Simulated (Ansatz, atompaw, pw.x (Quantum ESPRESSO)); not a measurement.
## pw.x on sc Cs: one setting changed

Potential: PAW, atompaw 4.2.0.5, LDA (PW92); core [Kr] 4d10, reference 5s2 5p6 5d0 6s0.5 6p0.5; waves: 5s (bound): rc 2.35 bohr; 6s (bound): rc 2.85 bohr; 5p (bound): rc 3.00 bohr; 6p (bound): rc 3.00 bohr; 5d (bound, empty): rc 3.00 bohr; 5d channel at 3.45 Ry: rc 3.00 bohr; local part: bessel scheme, radius 1.95 bohr; core correction: smooth core density matched at 1.95 bohr; augmentation: sinc compensation charge, radius 2.65 bohr; PAW radius 3.00 bohr; waves and projectors: custom polynom vanderbiltortho.

The reference run (k-mesh 8³, cutoffs 40/400 Ry, Fermi–Dirac 0.01 Ry, mixing_beta 0.4, conv_thr 1e-9, no spin) gives -0.00 GPa at 104.287 Å³/atom, where all-electron LAPW gives -0.00 GPa. This run, with its own iteration cap, changes conv_thr to 1e-12.

```
&control
  calculation='scf', prefix='x', pseudo_dir='./', outdir='./tmp', tstress=.true., disk_io='none'
/
&system
  ibrav=0, nat=1, ntyp=1, ecutwfc=40, ecutrho=400, nbnd=12,
  occupations='smearing', smearing='fd', degauss=0.01
/
&electrons
  conv_thr=1e-12, mixing_beta=0.4, electron_maxstep=50
/
ATOMIC_SPECIES
Cs 1.0 Cs.UPF
CELL_PARAMETERS angstrom
  4.70699126 0.00000000 0.00000000
  0.00000000 4.70699126 0.00000000
  0.00000000 0.00000000 4.70699126
ATOMIC_POSITIONS crystal
Cs 0.0000 0.0000 0.0000
K_POINTS automatic
8 8 8 0 0 0
```

```bash
pw.x < Cs.scf.in > Cs.scf.out
```

Problem. How does the run end?

Solution. It converges in 9 iterations; the free energy moves by +0.0 meV/atom and the pressure by +0.00 GPa. The result is that of the reference run.

```
Message from routine setup:
     using ibrav=0 with symmetry is DISCOURAGED, use correct ibrav instead
     lattice parameter (alat)  =       8.8949  a.u.
     unit-cell volume          =     703.7636 (a.u.)^3
     number of electrons       =         9.00
     number of Kohn-Sham states=           12
     kinetic-energy cutoff     =      40.0000  Ry
     charge density cutoff     =     400.0000  Ry
     scf convergence threshold =      1.0E-12
     Exchange-correlation= SLA PW NOGX NOGC
     number of k points=    35  Fermi-Dirac smearing, width (Ry)=  0.0100
     iteration #  1     ecut=    40.00 Ry     beta= 0.40
     total energy              =    -403.45146055 Ry
     estimated scf accuracy    <       0.01263306 Ry
     iteration #  2     ecut=    40.00 Ry     beta= 0.40
     total energy              =    -403.45178845 Ry
     estimated scf accuracy    <       0.00139707 Ry
     iteration #  3     ecut=    40.00 Ry     beta= 0.40
     total energy              =    -403.45207626 Ry
     estimated scf accuracy    <       0.00009790 Ry
     iteration #  4     ecut=    40.00 Ry     beta= 0.40
     total energy              =    -403.45208157 Ry
     estimated scf accuracy    <       0.00000117 Ry
     iteration #  5     ecut=    40.00 Ry     beta= 0.40
     total energy              =    -403.45208205 Ry
     estimated scf accuracy    <       0.00000031 Ry
     iteration #  6     ecut=    40.00 Ry     beta= 0.40
     total energy              =    -403.45208209 Ry
     estimated scf accuracy    <          2.6E-09 Ry
     iteration #  7     ecut=    40.00 Ry     beta= 0.40
     total energy              =    -403.45208210 Ry
     estimated scf accuracy    <          4.6E-10 Ry
     iteration #  8     ecut=    40.00 Ry     beta= 0.40
     total energy              =    -403.45208210 Ry
     estimated scf accuracy    <          8.4E-12 Ry
     iteration #  9     ecut=    40.00 Ry     beta= 0.40
     the Fermi energy is     2.3400 ev
!    total energy              =    -403.45208210 Ry
     estimated scf accuracy    <          7.6E-13 Ry
     smearing contrib. (-TS)   =      -0.00551530 Ry
     convergence has been achieved in   9 iterations
          total   stress  (Ry/bohr**3)                   (kbar)     P=       -0.01
     Message from routine punch:
     Nothing written, as per user request (disk_io='none')
```

The run took about 19 s on one core of a shared host (Intel(R) Xeon(R) 6975P-C, 384 threads, 2976 GiB, load 95).
